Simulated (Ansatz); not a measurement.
## Ansatz (development build ahead of 0.2.0) run

```yaml
crystal:
  periodic: [false, false, false]
  atoms:
    - { symbol: S, position_ang: [0.02505, 0.04276, -0.07302] }
    - { symbol: H, position_ang: [-0.01606, 0.01439, 1.22923] }
basis:
  gaussian: { orbitals: "6-31G" }
magnetization:
  spin_polarized: true
  initial_magnetization: 1
hamiltonian:
  xc: hf
```

The input is written out in the form of the current development build from the run's settings.

The run gave:

* Converged: yes
* Total energy: -398.03852 hartree
* Spin squared of the determinant: 0.753
